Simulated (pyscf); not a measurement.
This saddle point was located with ωB97X-D3(BJ)/def2-SVP in PySCF.

```xyz
10

Si    -1.3798    -0.7157    -0.1109
H     -1.2096     0.4718     1.1741
H     -1.2001    -1.5808    -1.3497
H     -2.7575    -0.1866    -0.3168
H     -1.1987    -1.7118     0.9806
H      0.1171     1.2696    -0.3251
O      0.0636     0.2640    -0.7297
H      0.2843     0.1417    -1.6630
H     -0.8086     1.3873     0.9622
F     -0.2047     2.2226     0.4768
```

Surface: singlet, charge 0. Lowest wavenumbers (cm⁻¹): 1118i, 106, 277, 379, 424.

**Question.** Name the species on either side of this saddle.

**Answer.** `[SiH4]` + `[OH2]` + `[FH]` <-> `[OH][SiH3]` + `[H][H]` + `[FH]`, a multi-bond step read from left to right: H–Si, H–O, F–H broken and O–Si, H–H, F–H formed. At ωB97M-D3(BJ)/def2-TZVP it lies +85.2 kJ/mol from the left side and +149.7 kJ/mol from the right (each side as separated species at their lowest minima found). On the reactant side the descent ends in a complex, 32.8 kJ/mol under the separated species and 118.3 kJ/mol under the saddle at ωB97X-D3(BJ)/def2-TZVP. On the product side the descent ends in a bound adduct (not fully relaxed), 39.5 kJ/mol under the separated species and 190.8 kJ/mol under the saddle at ωB97X-D3(BJ)/def2-TZVP. One saddle was located; it need not be the lowest between these sides.
